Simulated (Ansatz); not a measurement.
## SiNH4 (SMILES N[SiH2]): the vertical energy of the quartet above the doublet, rung by rung

The species is SiNH4 (6 atoms), meant as a doublet with charge 0. As SMILES, `N[SiH2]`. The shape is that of a PBE0-D4/def2-TZVP optimisation. This is one conformer, not always the lowest.

Quantity: the vertical energy of the quartet above the doublet, in eV. The values are calculated.

```csv
level,kind,program,value (eV),less FCI/STO-3G
UHF/STO-3G,Hartree–Fock,Ansatz,9.92,-0.43
UBLYP/STO-3G,GGA,Ansatz,10.21,-0.14
U-r2SCAN/STO-3G,meta-GGA,Ansatz,10.11,-0.24
UB3LYP/STO-3G,global hybrid,Ansatz,10.28,-0.07
U-wB97M-V/STO-3G,range-separated hybrid,Ansatz,10.47,+0.12
U-wB97X/STO-3G,range-separated hybrid,Ansatz,10.38,+0.03
UB2PLYP/STO-3G,double hybrid,Ansatz,10.35,0.00
UMP2/STO-3G,perturbation theory,Ansatz,10.37,+0.02
UCCSD/STO-3G,coupled cluster or CI,Ansatz,10.33,-0.02
FCI/STO-3G,exact in the basis,Ansatz,10.35,0.00
```

FCI/STO-3G is exact within its basis and frozen core, so for wave-function methods in that basis the difference is their error; functionals converge differently with the basis, so for them it is only a difference. The values span 9.92 to 10.47 eV. All rows use very small basis sets, so none should be taken for the real molecule's value.
